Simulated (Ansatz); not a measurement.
# C4H6O2: small, medium and large basis sets

One table from this session's results is given with a row withheld; the runs are named, their logs left out.

Method: one geometry, several basis sets; program: Ansatz 0.2.0, Gaussian basis.

Levels to be run: PBE0-D4/def2-SVP; ωB97M-V/def2-SVP; PBE0-D4/def2-QZVPP; ωB97M-V/def2-QZVPP; the functionals' def2-TZVPP values are taken from earlier runs.

## The relaxed structure

An earlier PBE0-D4 in a triple-zeta def2 set relaxation fixed the geometry.

SMILES `C=CCOC=O`, 12 atoms, charge 0, spin multiplicity 1.

Atoms are counted from 1 here; the program's logs count them from 0.

Bond lengths: C1–C2 1.324 Å, C1–H7 1.084 Å, C1–H8 1.086 Å, C2–C3 1.485 Å, C2–H9 1.087 Å, C3–O4 1.439 Å, C3–H10 1.095 Å, C3–H11 1.092 Å, O4–C5 1.330 Å, C5–O6 1.196 Å, C5–H12 1.100 Å. Angles: C2–C1–H7 121.5°, C2–C1–H8 121.4°, H7–C1–H8 117.0°, C1–C2–C3 123.6°, C1–C2–H9 120.4°, C3–C2–H9 116.0°, C2–C3–O4 108.1°, C2–C3–H10 111.6°, C2–C3–H11 111.8°, O4–C3–H10 108.2°, O4–C3–H11 109.4°, H10–C3–H11 107.7°, C3–O4–C5 115.4°, O4–C5–O6 125.9°, O4–C5–H12 109.2°, O6–C5–H12 124.9°.

Coordinates:

```xyz
12
C4H6O2
C    -0.5039   -2.0517    0.8497
C     0.2824   -1.2275    0.1751
C    -0.1689    0.0797   -0.3659
O     0.7374    1.0934    0.1033
C     0.5203    2.3159   -0.3723
O    -0.3467    2.6277   -1.1350
H    -0.1510   -3.0161    1.1951
H    -1.5337   -1.7932    1.0762
H     1.3133   -1.5009   -0.0353
H    -0.1553    0.0883   -1.4604
H    -1.1838    0.3236   -0.0437
H     1.2671    3.0060    0.0471
```

The first run:

The input, in.yaml:

```yaml
crystal:
  periodic: [false, false, false]
  atoms:
    - {symbol: C, position_ang: [-0.503947, -2.051667, 0.849737]}
    - {symbol: C, position_ang: [0.282355, -1.227495, 0.175079]}
    - {symbol: C, position_ang: [-0.168945, 0.079653, -0.365945]}
    - {symbol: O, position_ang: [0.737423, 1.093384, 0.103315]}
    - {symbol: C, position_ang: [0.520292, 2.315864, -0.372302]}
    - {symbol: O, position_ang: [-0.346742, 2.627678, -1.135034]}
    - {symbol: H, position_ang: [-0.150961, -3.016140, 1.195052]}
    - {symbol: H, position_ang: [-1.533710, -1.793237, 1.076226]}
    - {symbol: H, position_ang: [1.313295, -1.500851, -0.035268]}
    - {symbol: H, position_ang: [-0.155279, 0.088298, -1.460370]}
    - {symbol: H, position_ang: [-1.183807, 0.323558, -0.043727]}
    - {symbol: H, position_ang: [1.267127, 3.005955, 0.047137]}
basis:
  gaussian: {orbitals: def2-SVP}
hamiltonian: {xc: pbe0, dispersion: d4}
output: {orbitals: {seedname: orbitals}}
```

Among the steps run: PBE0-D4 in def2-SVP; ωB97M-V in def2-SVP; PBE0-D4 in def2-QZVPP; ωB97M-V in def2-QZVPP.

One of the session's tables, all rows but one given; the rest of the session is left out.

It belongs to the step «Density functionals: the series». 

| functional | basis | HOMO (eV) | LUMO (eV) |
| --- | --- | --- | --- |
| PBE0-D4 | def2-SVP | -7.86 | -0.01 |
| PBE0-D4 | def2-TZVPP | -7.94 | -0.22 |
| PBE0-D4 | def2-QZVPP | -7.96 | -0.28 |
| ωB97M-V | def2-SVP | -10.14 | 2.25 |
| ωB97M-V | def2-TZVPP | ? | ? |
| ωB97M-V | def2-QZVPP | -10.25 | 1.79 |

**Question.** Estimate the row for ωB97M-V, def2-TZVPP.

As computed: HOMO (eV): -10.23; LUMO (eV): 1.93. In the column «HOMO (eV)» it lies between ωB97M-V, def2-QZVPP (-10.25) and ωB97M-V, def2-SVP (-10.14).
